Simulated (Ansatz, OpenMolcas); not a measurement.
**Exact exchange and the vertical ionisation energy of BH3O2**

BH3O2 has 6 atoms, charge 0, and is taken as a singlet. SMILES: `OBO`. The coordinates come from a PBE0-D4/def2-TZVP relaxation. This is one conformer, not always the lowest.

The vertical ionisation energy (to the doublet cation) y, in eV, basis def2-TZVP; a is the functional's share of exact exchange. Programs: Ansatz 0.2.0, OpenMolcas 26.06.

| functional | program | a | y (eV) |
| --- | --- | --- | --- |
| r2SCAN | Ansatz | 0 | 11.58 |
| TPSS | OpenMolcas | 0 | 11.46 |
| B3LYP | Ansatz | 0.2 | 11.86 |
| PBE0 | Ansatz | 0.25 | 11.84 |
| r2SCAN0 | Ansatz | 0.25 | ? |
| BHLYP | Ansatz | 0.5 | 12.07 |

Task: Fit y = c + s·a to the known rows and predict r2SCAN0.

Result: 
1. Means of the 5 rows: a = 0.1900, y = 11.762.
2. Σ(Δa)² = 0.172, Σ(Δa·Δy) = 0.1931, so the slope is 0.1931/0.172 = 1.1227.
3. Intercept: 11.762 − (1.1227) × 0.1900 = 11.549. The largest residual of the fit is 0.089.
4. r2SCAN0: 11.549 + (1.1227) × 0.25 = 11.83 eV.

The run gave 11.93 eV, so the prediction is off by -0.10 eV, about the largest residual. The rows mix families of semi-local functionals, which the line can't see.
